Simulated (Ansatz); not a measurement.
# CHOSi: the cost of one run

Method: def2-QZVPP, all electrons in the functionals, frozen cores in the correlation of double hybrids and RPA; program: Ansatz 0.2.0, Gaussian basis.

To be run: wB97M-V, B2PLYP, at charge 0, quartet; charge 0, doublet; charge 0, sextet; charge 1, triplet; charge 1, quintet.

**1. The geometry**

The geometry is a PBE0/def2-TZVP stationary point (not a proven minimum).

4 atoms, charge 0, spin multiplicity 4.

Atoms are counted from 1 here; the program's logs count them from 0.

Bond lengths: C1–O2 1.268 Å, O2–Si3 1.699 Å, Si3–H4 1.496 Å. Angles: C1–O2–Si3 139.4°, O2–Si3–H4 117.6°.

No dispersion term is added; wB97M-V holds VV10 nonlocal correlation.

The geometry shown and the zero of energy belong to the point charge 0, quartet. The yardstick, UCCSD(T), and other wave-function levels (R restricted, U unrestricted, valence and pair active spaces) come from earlier runs.

**2. wB97M-V, charge 0, quartet**

File in.yaml:

```yaml
crystal:
  periodic: [false, false, false]
  atoms:
    - {symbol: C, position_ang: [0.000000, 0.333035, 1.722367]}
    - {symbol: O, position_ang: [0.000000, -0.312160, 0.630489]}
    - {symbol: Si, position_ang: [0.000000, -0.015246, -1.042169]}
    - {symbol: H, position_ang: [0.000000, 1.411369, -1.492570]}
basis:
  gaussian: {orbitals: "def2-QZVPP.json"}
magnetization: {spin_polarized: true, initial_magnetization: 3}
hamiltonian: {xc: {name: wB97M-V}}
output: {orbitals: {seedname: orbitals}}
```

Command:

```
$ ansatz run in.yaml --threads 1 --pin off --events-out ev --progress --plain --max-ram 2393MiB
```

What time and memory should one allow on 1 thread of Arm Neoverse V2, shared host?

About 55 s, with a peak of 0.72 GiB.
